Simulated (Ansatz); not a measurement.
C4H5NO (`C#CNC(C)=O`), relaxed with RKS PBE-D4/def2-SVP in Ansatz 0.2.0 from a rough embedded geometry. The force threshold is 0.03 eV/Å; the program also tests the step.

Total charge 0; spin multiplicity 1.

Start:

```xyz
11

C    -0.134   -2.857    1.019
C    -0.152   -1.663    0.761
N    -0.139   -0.343    0.504
C     0.158    0.308   -0.726
C     0.091    1.797   -0.584
O     0.267   -0.243   -1.787
H    -0.197   -3.885    1.167
H    -0.182    0.236    1.303
H     1.136    2.215   -0.530
H    -0.439    2.172    0.318
H    -0.409    2.264   -1.446
```

Q: By how much does the energy fall, and how many steps does the optimiser take? (Best estimate.)

A: The calculation gave: 18.24 kJ/mol, in 7 steps, 2 of them rejected.

Q: Which bonds change most? (Best estimate.)

A: The calculation gave: C1–H7 from 1.041 to 1.080 Å; N3–H8 from 0.988 to 1.023 Å; C4–C5 from 1.498 to 1.520 Å; C5–H9 from 1.126 to 1.110 Å.

Q: Give the relaxed structure. (An estimate is asked.)

A: Computed: 
```xyz
11

C    -0.134   -2.860    0.931
C    -0.130   -1.649    0.760
N    -0.128   -0.311    0.581
C     0.077    0.312   -0.667
C     0.101    1.830   -0.595
O     0.246   -0.326   -1.689
H    -0.138   -3.930    1.078
H    -0.271    0.282    1.402
H     1.156    2.175   -0.572
H    -0.422    2.245    0.289
H    -0.357    2.232   -1.518
```
